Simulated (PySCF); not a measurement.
A database entry of computed molecular properties. Lists by class give the value and the number of equivalent atoms.

```json
{
 "formula": "C5H5F",
 "smiles": "FC1=CC=CC1",
 "inchi": "InChI=1S/C5H5F/c6-5-3-1-2-4-5/h1-3H,4H2",
 "charge": 0,
 "multiplicity": 1,
 "geometry_level": "PBE0-D3(BJ)/def2-SVP",
 "electronic_structure_code": "PySCF",
 "results": {
  "PBE0-D3(BJ)/def2-SVP geometry optimisation, gas phase": {
   "point_group": "Cs",
   "rotational_constants_GHz": [8.342, 3.368, 2.436]
  },
  "B3LYP/def2-SVPD ground state, ΔSCF and vertical TDDFT (core frozen in the response)": {
   "dipole_D": 1.21,
   "homo_eV": -6.13,
   "lumo_eV": -0.89,
   "S1_eV": 4.85,
   "strongest_line_of_10_singlets_eV": 7.79,
   "T1_tda_eV": 3.0,
   "polarisability_au": 56.5,
   "vertical_ip_eV": 8.46,
   "r2_bohr2_about_centre_of_nuclear_charge": 493.2,
   "singlets_eV_and_f": [
    [4.85, 0.07],
    [5.88, 0.001],
    [6.22, 0.015],
    [6.53, 0.006],
    [6.62, 0.006],
    [7.15, 0.005],
    [7.35, 0.0],
    [7.38, 0.001],
    [7.79, 0.154],
    [7.8, 0.008]
   ],
   "triplets_tda_eV": [3.0, 4.99, 5.8, 6.06]
  },
  "B3LYP/pcSseg-2 ground state and GIAO shieldings, non-relativistic": {
   "shift_vs_computed_TMS_C_by_class_ppm": [
    [186.5, 1],
    [143.8, 1],
    [130.2, 1],
    [114.7, 1],
    [41.7, 1]
   ],
   "shift_vs_computed_TMS_H_by_class_ppm": [
    [6.59, 1],
    [5.96, 1],
    [5.84, 1],
    [3.06, 2]
   ],
   "shielding_other_nuclei_by_class_ppm": [
    ["F", 292.8, 1]
   ]
  },
  "B3LYP/pcJ-1 indirect spin-spin coupling, non-relativistic, gas phase; spin–dipole term left out for some pairs": {
   "largest_one_bond_couplings_by_class_Hz": [
    ["19F–13C", -358.7, 1],
    ["13C–1H", 184.7, 1],
    ["13C–1H", 178.1, 1],
    ["13C–1H", 175.0, 1],
    ["13C–1H", 133.6, 2],
    ["13C–13C", 89.2, 1],
    ["13C–13C", 70.0, 1],
    ["13C–13C", 58.7, 1]
   ]
  }
 }
}
```

In wavenumbers S1 is 39100 cm⁻¹ (1 eV = 8065.54 cm⁻¹). The ΔSCF ionisation energy exceeds −ε(HOMO) by 2.33 eV with B3LYP. The principal polarisabilities are 39.9, 63.0 and 66.7 au; their mean is the isotropic value. No computed singlet falls in the visible range (750 to 380 nm, 1.65 to 3.26 eV); S1 lies 1.59 eV above its blue end.

